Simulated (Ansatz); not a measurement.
Born–Oppenheimer molecular dynamics of AlH4NO (7 atoms, charge 0, multiplicity 1). It starts from a relaxed structure.

Level of theory: RHF/def2-SVP in Ansatz 0.2.0.

| Property | Result |
| --- | --- |
| ensemble | NVE (velocity Verlet) |
| time step | 1 fs |
| steps asked | 100 |
| starting velocities drawn for | 1000 K |
| seed | 33574 |

First frame:

```xyz
7
Properties=species:S:1:pos:R:3
Al -0.068 -0.186 0.073
H -0.178 -0.244 1.636
O 1.468 -0.281 -0.621
H 1.798 -0.271 -1.500
N -1.525 -0.025 -0.916
H -2.453 0.035 -0.541
H -1.565 0.021 -1.916
```

How far do the bonds stretch over the last three quarters of this one trajectory? (Pairs bonded in most of those frames.)


| bond | mean (Å) | spread (Å) | shortest | longest |
| --- | --- | --- | --- | --- |
| Al1–H2 | 1.571 | 0.011 | 1.55 | 1.59 |
| Al1–O3 | 1.672 | 0.045 | 1.60 | 1.75 |
| Al1–N5 | 1.778 | 0.052 | 1.70 | 1.86 |
| O3–H4 | 0.939 | 0.027 | 0.90 | 0.98 |
| N5–H6 | 1.009 | 0.028 | 0.97 | 1.05 |
| N5–H7 | 1.010 | 0.046 | 0.94 | 1.08 |

Mean temperature of the second half: 467 K. The conserved energy stayed within 4.2 meV per atom of its start (net change 3.8 meV per atom), so there is no drift, though single steps change it by up to 21 meV in the whole system, a sign of fast motions only just resolved. Over the second half the temperature averaged 0.47 of the 1000 K drawn at the start: a run that starts near a minimum puts about half its kinetic energy into the potential. A run of 0.1 ps of so small a system gives no equilibrium averages.

Time of the run: 26 s on 1 thread of AMD EPYC 9R45 96-Core Processor (Zen 5), with other jobs on the host, peak memory 0.12 GiB.
